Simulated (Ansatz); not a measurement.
**BN (boron nitride): UBHLYP/6-31G**

Aim: the energy change on altering one bond length of BN (boron nitride) at UBHLYP/6-31G, from 2 runs. 

The calculation is run with Ansatz 0.2.0.

69 further runs of the same task are left out: 69 set aside as unsound or not needed.

### 1 Starting point

BN has 2 atoms, charge 0, and is taken as a triplet. As SMILES, `B#N`. Geometry: relaxed at PBE0-D4/def2-TZVP.

Bond lengths: B1–N2 1.315 Å.

### 2 The energy at UBHLYP/6-31G

Contents of run.yaml:

```yaml
crystal:
  periodic: [false, false, false]
  atoms:
    - {symbol: B, position_ang: [-0.000000, -0.000000, -0.023520]}
    - {symbol: "N", position_ang: [0.000000, 0.000000, 1.291950]}
basis:
  gaussian: {orbitals: 6-31G}
accuracy: high
hamiltonian: {xc: {name: BHLYP}}
magnetization: {spin_polarized: true, initial_magnetization: 2}
```

Started as:

```
ansatz run run.yaml --threads 1 --pin off --max-ram 3480MiB --events-out events.jsonl --progress --plain --runs-dir runs
```

The log of the run:

```text
Warning: RAYON_NUM_THREADS=1 ignored (pool sized by the plan → 1); use --threads N
Functional definition: BHLYP
  name "BHLYP"
  parameter a = 0.5
  exchange = (1 - a)*b88_x + a*exact_x
  correlation = lyp_c
417 factors; integrals over basis functions are off by at most 3.2e-9 eV
mean field evaluation 1: about -2156.3374 eV, gradient 2.2e1 eV
mean field evaluation 2: about -2149.5462 eV, gradient 4.3e1 eV
mean field evaluation 4: about -2159.0022 eV, gradient 7.6e-1 eV
mean field evaluation 8: about -2159.0409 eV, gradient 8.8e-2 eV
mean field evaluation 16: about -2159.0414 eV, gradient 8.1e-6 eV
mean field -2159.04144417 eV, -79.3433096224 hartree, gradient 3.5e-8 eV, S^2 2.003358; 1 other end points of the search recorded, 0 dependent functions left out
reference -2159.04145999 eV, -79.3433102039 hartree; 7, 5 occupied and 11, 13 virtual orbitals, 417 factors
Total energy: -2159.04145999 eV, -79.3433102039 hartree
```

It took 0.44 s on 1 thread of Intel Xeon 6975P-C (Granite Rapids), shared host.

### 3 The distorted shape, same level

Contents of in.yaml:

```yaml
crystal:
  periodic: [false, false, false]
  atoms:
    - {symbol: B, position_ang: [-0.000000, -0.000000, -0.352350]}
    - {symbol: "N", position_ang: [0.000000, 0.000000, 1.291950]}
basis:
  gaussian: {orbitals: 6-31G}
magnetization: {spin_polarized: true, initial_magnetization: 2}
accuracy: high
hamiltonian: {xc: {name: BHLYP}}
```

Started as:

```
ansatz run in.yaml --threads 1 --pin off --max-ram 3480MiB --events-out events.jsonl --progress --plain --runs-dir runs
```

The log of the run:

```text
Warning: RAYON_NUM_THREADS=1 ignored (pool sized by the plan → 1); use --threads N
Functional definition: BHLYP
  name "BHLYP"
  parameter a = 0.5
  exchange = (1 - a)*b88_x + a*exact_x
  correlation = lyp_c
419 factors; integrals over basis functions are off by at most 3.2e-9 eV
mean field evaluation 1: about -2154.2961 eV, gradient 2.3e1 eV
mean field evaluation 2: about -2135.1197 eV, gradient 6.2e1 eV
mean field evaluation 4: about -2157.6834 eV, gradient 7.6e-1 eV
mean field evaluation 8: about -2157.7049 eV, gradient 1.9e-1 eV
mean field evaluation 16: about -2157.7087 eV, gradient 2.6e-4 eV
mean field evaluation 32: about -2157.8692 eV, gradient 9.4e-1 eV
mean field -2157.92533697 eV, -79.3022934395 hartree, gradient 4.9e-8 eV, S^2 2.175423; 4 other end points of the search recorded, 0 dependent functions left out
reference -2157.92535267 eV, -79.3022940162 hartree; 7, 5 occupied and 11, 13 virtual orbitals, 419 factors
Total energy: -2157.92535267 eV, -79.3022940162 hartree
```

Wall time 0.92 s (1 thread of Intel Xeon 6975P-C (Granite Rapids), shared host).

### 4 Summary of results

Level: UBHLYP/6-31G.

```
                                                         quantity         value
                                        first shape: total energy  -79.34331 Eh
                                                first shape: ⟨S²⟩         2.003
                                    distorted shape: total energy  -79.30229 Eh
                                            distorted shape: ⟨S²⟩         2.175
energy change with the B1–N2 bond stretched from 1.315 to 1.644 Å      1.116 eV
```

**Reading.** With the B1–N2 bond stretched from 1.315 to 1.644 Å the energy rises by 1.12 eV (26 kcal/mol). The first shape isn't relaxed at this level, so the change isn't measured from a minimum. ⟨S²⟩ (distorted shape) is 2.18 where a pure triplet has 2.00: the reference is spin-contaminated.
